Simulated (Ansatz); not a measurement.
**Corundum (α-Al2O3)**

Method: r²SCAN (Ansatz, a program for electronic structure, plane waves, PAW).

Settings: plane-wave cutoff 500 eV, 10×10×10 k mesh, Fermi–Dirac smearing 0.05 eV, scalar-relativistic PAW data made under PBE.

Cell (relaxed at this level):

```
CELL_PARAMETERS angstrom
      2.37945     1.37378     4.33171
     -2.37945     1.37378     4.33171
      0.00000    -2.74755     4.33171
ATOMIC_POSITIONS crystal
  Al 0.14809 0.14809 0.14809
  Al 0.85191 0.85191 0.85191
  Al 0.35191 0.35191 0.35191
  Al 0.64809 0.64809 0.64809
  O  0.94363 0.55637 0.25000
  O  0.05637 0.44363 0.75000
  O  0.25000 0.94363 0.55637
  O  0.75000 0.05637 0.44363
  O  0.55637 0.25000 0.94363
  O  0.44363 0.75000 0.05637
```

```yaml
band_gap: 7.14 eV (on the SCF k mesh)
```
